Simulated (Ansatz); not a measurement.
Basis-set extrapolation for `CCCOCF` (PBE0-D4/def2-TZVP geometry, frozen core, Ansatz). Multiplicity 1, RHF reference.

```json
{"": "HF", "def2-TZVPP": "-331.143507", "def2-QZVPP": "-331.158841"}
{"": "MP2 correlation", "def2-TZVPP": "-1.179700", "def2-QZVPP": "-1.267083"}
{"": "CCSD(T) correlation", "def2-TZVPP": "-1.270666", "def2-QZVPP": "not run"}
```

Energies in hartree. Use E(X) = E(∞) + A·exp(−7.88·√X) for Hartree–Fock and E(X) = E(∞) + B·X^(−2.97) for correlation, with X = 3 and 4, and add CCSD(T) minus MP2 of the smaller set to the MP2 limit.

What is the CCSD(T) energy at the basis-set limit?

HF limit: -331.158841 + (-0.015334) × 0.13774 = -331.16095. MP2 limit: -1.267083 + (-0.087383) × 0.74074 = -1.33181. Higher-order term: -1.270666 − (-1.179700) = -0.09097. Total: -332.58373 hartree, 106.4 kcal/mol below CCSD(T)/def2-TZVPP.
